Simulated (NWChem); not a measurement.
System: propyne (C$_{3}$H$_{4}$); SMILES C(C)#C

NWChem input:

```
start job
memory heap 200 mb stack 900 mb global 1100 mb
geometry units angstroms noautosym nocenter noautoz
  C     -0.000328    -1.232770    -0.001813
  C     -0.001502     0.220758     0.000005
  C     -0.002452     1.431562    -0.001731
  H     -0.754431    -1.627177    -0.700458
  H     -0.226679    -1.631468     0.999233
  H      0.981209    -1.627193    -0.307400
  H     -0.005144     2.505555    -0.005438
end
basis spherical
  * library 3-21g
end
dft
  xc b3lyp
  iterations 150
end
cosmo
  do_cosmo_smd true
  solvent water
end
task dft energy
```

Parts of the log:

```
             Northwest Computational Chemistry Package (NWChem) 7.3.0
             --------------------------------------------------------

                             Geometry "geometry" -> ""
                             -------------------------

 Output coordinates in angstroms (scale by  1.889725989 to convert to a.u.)

  No.       Tag          Charge          X              Y              Z
 ---- ---------------- ---------- -------------- -------------- --------------
    1 C                    6.0000    -0.00032800    -1.23277000    -0.00181300
    2 C                    6.0000    -0.00150200     0.22075800     0.00000500
    3 C                    6.0000    -0.00245200     1.43156200    -0.00173100
    4 H                    1.0000    -0.75443100    -1.62717700    -0.70045800
    5 H                    1.0000    -0.22667900    -1.63146800     0.99923300
    6 H                    1.0000     0.98120900    -1.62719300    -0.30740000
    7 H                    1.0000    -0.00514400     2.50555500    -0.00543800

 Effective nuclear repulsion energy (a.u.)      58.5541171094

                                 NWChem DFT Module
                                 -----------------

 Summary of "ao basis" -> "ao basis" (spherical)
 ------------------------------------------------------------------------------
       Tag                 Description            Shells   Functions and Types
 ---------------- ------------------------------  ------  ---------------------
 C                           3-21g                   5        9   3s2p
 H                           3-21g                   2        2   2s

 in cosmo_initialize ...
 calling solv_data for solv:h2o

 solvent parameters
 solvname_short: h2o
 solvname_long:  water
 dielec:       78.4000
 dielecinf:     1.7769
 aqueous SMD model solvent descriptors
 dielec:       78.4000
 sola:          0.8200

          ---------------
          -cosmo- solvent
          ---------------
 Cosmo: York-Karplus, doi: 10.1021/jp992097l
 dielectric constant -eps-     =  78.40
 screen = (eps-1)/(eps    )    =   0.98724
 surface charge correction     = lagrangian

   van der Waals surface
 --------------------------

[...]

                                COSMO-SMD solvation results
                                ---------------------------

             internal energy in gas <Psi(g)|H|Psi(g)> =      -116.019163311666
         internal energy in solvent <Psi(s)|H|Psi(s)> =      -116.018168780750
                               delta internal energy  =         0.000994530917 (    0.62 kcal/mol)
   total free energy in solvent <Psi(s)|H+V/2|Psi(s)> =      -116.026147321851
 polarization energy contribution <Psi(s)|V/2|Psi(s)> =        -0.007978541101 (   -5.01 kcal/mol)
    total free energy in solvent including G(SMD-CDS) =      -116.020113155452
                       G(SMD-CDS) energy contribution =         0.006034166399 (    3.79 kcal/mol)
     1 M fixed-concentration free energy of solvation =        -0.000949843785 (   -0.60 kcal/mol)

                       DFT Final Molecular Orbital Analysis
                       ------------------------------------

 Vector    9  Occ=2.000000D+00  E=-4.276169D-01
              MO Center=  1.8D-01, -1.2D+00,  4.8D-02, r^2= 1.5D+00
   Bfn.  Coefficient  Atom+Function         Bfn.  Coefficient  Atom+Function
  ----- ------------  ---------------      ----- ------------  ---------------
     3      0.312371  1 C  px                 7      0.244997  1 C  px
    32      0.221917  6 H  s                  5     -0.208115  1 C  pz
    33      0.180284  6 H  s                 30     -0.167463  5 H  s
     9     -0.163244  1 C  pz                31     -0.136052  5 H  s
    12      0.127903  2 C  px                16      0.092188  2 C  px

 Vector   10  Occ=2.000000D+00  E=-2.777455D-01
              MO Center= -1.4D-03,  6.3D-01,  3.8D-02, r^2= 1.9D+00
   Bfn.  Coefficient  Atom+Function         Bfn.  Coefficient  Atom+Function
  ----- ------------  ---------------      ----- ------------  ---------------
    23      0.337373  3 C  pz                27      0.321979  3 C  pz
    14      0.310936  2 C  pz                18      0.291203  2 C  pz
    31     -0.130472  5 H  s                 21     -0.119436  3 C  px
     5     -0.115864  1 C  pz                25     -0.113985  3 C  px
    30     -0.113344  5 H  s                 12     -0.110076  2 C  px

 Vector   11  Occ=2.000000D+00  E=-2.777153D-01
              MO Center= -1.9D-03,  6.3D-01, -3.9D-02, r^2= 1.9D+00
   Bfn.  Coefficient  Atom+Function         Bfn.  Coefficient  Atom+Function
  ----- ------------  ---------------      ----- ------------  ---------------
    21      0.337407  3 C  px                25      0.322022  3 C  px
    12      0.310887  2 C  px                16      0.291180  2 C  px
    29      0.120577  4 H  s                 23      0.119455  3 C  pz
     3     -0.115967  1 C  px                27      0.114010  3 C  pz
    14      0.110067  2 C  pz                 7     -0.107639  1 C  px

 Vector   12  Occ=0.000000D+00  E= 5.602412D-02
              MO Center=  1.8D-02,  4.9D-01,  6.3D-02, r^2= 2.6D+00
   Bfn.  Coefficient  Atom+Function         Bfn.  Coefficient  Atom+Function
  ----- ------------  ---------------      ----- ------------  ---------------
    27     -0.606828  3 C  pz                18      0.573411  2 C  pz
    31     -0.471646  5 H  s                 33      0.348632  6 H  s
    14      0.321669  2 C  pz                25      0.321757  3 C  px
    16     -0.304036  2 C  px                23     -0.300454  3 C  pz
     9      0.214969  1 C  pz                12     -0.170553  2 C  px

[...]
```

Level: B3LYP/3-21G, SMD on the gas-phase geometry. The geometry was optimised at PBE0/def2-SVP. B3LYP is NWChem's, with the RPA form of VWN correlation. Solvent: water.
